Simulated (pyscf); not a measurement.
Optimised with ωB97X-D3(BJ)/def2-SVP in PySCF.

### Question
H₂N–Ti(Cl)(Cl)–Cl + HO–SiH₃ → H₂N–Ti(OH)(Cl)–Cl + H₃Si–Cl
Surface: singlet. Broken: Cl–Ti, O–Si. Formed: O–Ti, Cl–Si. Give ΔE‡ and ΔE from ωB97M-D3(BJ)/def2-TZVP, relative to the separated reactants.

### Answer
ΔE‡ = 8.5 kcal/mol, ΔE = +0.9 kcal/mol. Zero-point energy shifts the barrier by +1.9 kcal/mol. It is a four-centre exchange, with an imaginary mode of 201i cm⁻¹. On the reactant side the descent ends in an adduct with a O–Ti contact, 12.7 kcal/mol under the separated species and 17.1 kcal/mol under the saddle at ωB97X-D3(BJ)/def2-TZVP. On the product side the descent ends in a complex (not fully relaxed), 4.2 kcal/mol under the separated species and 6.9 kcal/mol under the saddle at ωB97X-D3(BJ)/def2-TZVP. What is counted as formed (O–Ti) is already present as a longer contact in the reactant adduct; forming that adduct is a step of its own. At ωB97X-D3(BJ)/def2-TZVP the barrier from the zero used here is 4.4 kcal/mol. The same reactants have a lower exit, to NH₃ + H₃Si–O–Ti(Cl)(Cl)–Cl (barrier +1.0 kcal/mol at ωB97M-D3(BJ)/def2-TZVP, against +8.5 kcal/mol here). This is the saddle that the search found; another between the same sides may lie lower.
